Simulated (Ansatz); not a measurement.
A calculation on Cs2SnI6 (Fm-3m, No. 225) returned lattice constant a 11.555 Å, cohesive energy 2.53 eV/atom.

For reference: lattice constant a 11.628 Å (measured, 293 K, copied from a table, unchecked, no zero-point or thermal correction; as tabulated in Inorganic Chemistry 52, 9019 (2013)).

Q: Which level of theory produced these numbers?
A. LDA (Ansatz, an electronic-structure program)
B. PBEsol (Ansatz)
C. PBE (Ansatz)
D. HSE06 (Ansatz)

A: B, PBEsol (Ansatz)

The others give: PBE 12.034 Å, 2.31 eV/atom; HSE06 11.941 Å, 2.30 eV/atom; LDA 11.284 Å, 2.81 eV/atom.

Unless a cell is named, each level is at its own relaxed cell (HSE06 47.30, LDA 39.91, PBE 48.41, PBEsol 42.86 Å³/atom).

Caveats: the cell is over a tenth larger than the published one: the level's own overestimate first of all, though another phase or state, or a fault of the published cell, is possible (PBE). Ansatz's density-functional and Hartree–Fock values are scalar-relativistic unless marked +SOC, with PAW data made under PBE.
